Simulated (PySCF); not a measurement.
Cost of one run: EPR job, `[CH2]COCC` [radical].

Method: UKS PBE0, IGLO-III on C O, pcH-1 on H, non-relativistic, mean-field spin-orbit, GIAO (PySCF 2.14.0). Geometry: PBE0-D3(BJ)/def2-SVP. Work: unrestricted SCF, g, hyperfine, density fitting. A driver script takes a list of jobs; this job's settings line and coordinates (Å) are shown.

Input:
```
{"job": {"kind": "epr", "xc": "PBE0"}, "charge": 0, "multiplicity": 2}
C     -2.374780     0.693274     0.414603
C     -1.141055     0.174679    -0.211149
O     -0.248803    -0.251657     0.774812
C      0.915435    -0.865941     0.296491
C      1.931938     0.103289    -0.281089
H     -2.432191     0.777977     1.500824
H     -3.197807     1.051182    -0.206208
H     -1.379825    -0.664341    -0.908941
H     -0.687003     0.960195    -0.860610
H      0.658099    -1.641642    -0.455051
H      1.353422    -1.391501     1.159745
H      1.560438     0.605097    -1.187417
H      2.855744    -0.429356    -0.553833
H      2.185039     0.877784     0.458562
```

Hardware: one thread of an Arm Neoverse V1, shared host.

Q: How large is the basis?

A: 265 functions.

Q: How long does the run take?

A: About 34 s. CPU seconds by part: SCF 19, spin–orbit mean field 2, g tensor 14, hyperfine 0.2.

Other jobs ran on the host; a repeat could differ by tens of per cent or more.
